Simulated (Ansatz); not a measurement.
Energy needed to pull apart CH₄OS (SMILES CSO), closed shell, into free ground-state atoms, from the structure below (displaced at random from a GFN2-xTB minimum); no zero-point or spin–orbit terms; open-shell atoms are treated unrestricted, in their ground-state multiplicity.

C1  (-0.727, 0.536, -0.310)
S2  (1.060, 0.125, -0.576)
O3  (1.263, -1.264, 0.296)
H4  (-1.393, -0.441, -0.597)
H5  (-0.979, 1.340, -0.884)
H6  (-0.877, 0.747, 0.779)
H7  (1.573, -0.998, 1.275)
(Å)

Computed with Ansatz 0.2.0 (basis: def2-TZVPP); correlated methods freeze the cores.

| method | atomization energy (kJ/mol) |
| --- | --- |
| PBE-D4 | 2380 |
| revPBE-D4 | 2317 |
| r2SCAN-D4 | 2317 |
| PBE0-D4 | 2307 |
| LC-wPBE | 2285 |
| wB97M-V | ? |
| HF | ? |
| MP2 | 2274 |
| CCSD | 2196 |
| CCSD(T) | 2240 |

Task: What does HF give? (To be estimated.)

Result: By the calculation: 1544 kJ/mol, which is about 696 kJ/mol less than CCSD(T)/def2-TZVPP.

Task: What does wB97M-V give? (To be estimated.)

Result: The calculation gives: 2324 kJ/mol, which is about 84 kJ/mol more than CCSD(T)/def2-TZVPP.

In triple zeta the MP2 and coupled-cluster atomization energies are still short of their basis limit by a few kcal/mol a bond, whereas those of the functionals are nearly converged, so these differences are not deviations from converged CCSD(T).

The T1 diagnostic stays at or below 0.013.

For scale, one of the runs: CCSD(T)/def2-TZVPP forces, 160 basis functions (an equivalent command: `ansatz run in.yaml --threads 4`). Hardware: 4 CPU threads, shared host. Wall time 54 s; peak host memory 2.2 GiB.
